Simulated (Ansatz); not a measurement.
fcc Au, treated with BLYP (Ansatz, an electronic-structure program, PAW).

Numerical settings: plane-wave cutoff 520 eV, 24×24×24 k mesh, Fermi–Dirac smearing 0.05 eV, scalar-relativistic PAW data made under PBE.

Cell (relaxed at this level):

Au has the cubic space group Fm-3m (No. 225), the fcc (Cu type) structure, Pearson symbol cF4. Lattice parameters: a = b = c = 4.2677 Å, α = β = γ = 90.00°. Au on 4a has 12 Au at 3.018 Å (cuboctahedral). (Neighbours: up to the widest gap in distance over summed covalent radii, below 1.35, at either atom.)
(The calculation used a cell of 1 atom; values per cell refer to that cell.)

Q: Give the computed bulk modulus and pressure derivative B′ of the bulk modulus.

A: 
bulk modulus: 103 GPa
pressure derivative B′ of the bulk modulus: 6.3

The run finds no gap.

Measured, for comparison: bulk modulus 182 GPa (0 K value with the zero-point phonon effect removed, our sources range from 175 to 182; as tabulated in Mejia-Rodriguez and Trickey (2018), arXiv:1807.09216). Computed (rounded) less measured: bulk modulus -43 % (-41 % to -43 % over the range).

Note: the cell is over a tenth larger than the published one: the level's own overestimate first of all, though another phase or state, or a fault of the published cell, is possible.

Spin–orbit coupling is not included; it can shift volumes and moduli of such heavy elements.

Computed values are for the static lattice.

It cost about 50 core-seconds (a rough figure) of CPU time.
